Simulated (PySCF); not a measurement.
**Which is lower?**

The two ends of one reaction step of CH7FSi, closed shell (PBE0-D4/def2-TZVP).

A:

```xyz
10
angstrom
Si -0.9026 0.1627 -0.4547
F 2.4896 0.9189 -0.7077
H -1.0255 -0.6592 -1.6851
H -2.2437 0.6718 -0.0686
C -0.0774 -0.7707 0.9321
H 1.6029 1.1857 -0.7720
H -0.0909 1.3721 -0.8190
H 0.0038 -0.1462 1.8245
H -0.6538 -1.6618 1.1905
H 0.9282 -1.0812 0.6412
```

B:

| atom | x (Å) | y (Å) | z (Å) |
| --- | --- | --- | --- |
| Si1 | -0.0276 | -0.5024 | -0.7876 |
| F2 | 1.1360 | 0.5612 | -1.0928 |
| H3 | 0.1689 | -1.6432 | -1.7172 |
| H4 | -1.3221 | 0.1643 | -1.0772 |
| C5 | 0.0807 | -1.0411 | 0.9824 |
| H6 | 0.2025 | 2.8039 | 0.0759 |
| H7 | -0.3177 | 3.1892 | 0.4483 |
| H8 | -0.0425 | -0.1933 | 1.6602 |
| H9 | -0.7083 | -1.7669 | 1.1990 |
| H10 | 1.0425 | -1.5145 | 1.1916 |

Computed with PySCF 2.14 with density fitting (its default auxiliary sets; JK sets also for MP2 and CCSD(T)) (basis: def2-TZVPP); correlated methods freeze the cores. B3LYP uses VWN-RPA correlation.

(1) Which structure is lower at CCSD(T), and by how much? (An estimate is asked for; the value comes from the calculation.)

No T1 diagnostic of these runs exceeds 0.011.

## Answers

(1) Computed: B, by 25.33 kcal/mol (electronic energy, against the other). By their contacts, A is a complex of CH₆Si ([CH3][SiH3]) + HF and B is a complex of CH₅FSi ([CH3][SiH2][F]) + H₂.

All methods give the same order:

```csv
method,E(B) − E(A) (kcal/mol)
SPW92,-21.23
PBE-D4,-23.10
r2SCAN-D4,-26.60
PBE0-D4,-23.46
B3LYP-D4,-25.99
BHLYP-D4,-26.83
wB97M-V,-26.13
HF,-28.38
MP2,-26.50
CCSD,-25.47
CCSD(T),-25.33
```

Labels in which every atom is bracketed show which atoms are joined, not bond orders.

For scale, one of the runs: CCSD(T)/def2-TZVPP, 202 basis functions, launched by `OMP_NUM_THREADS=4 python run.py`. Time: 6.1 min of wall clock on 4 CPU threads of an Arm Neoverse V1; the host was shared. Peak host memory: 2.5 GiB.
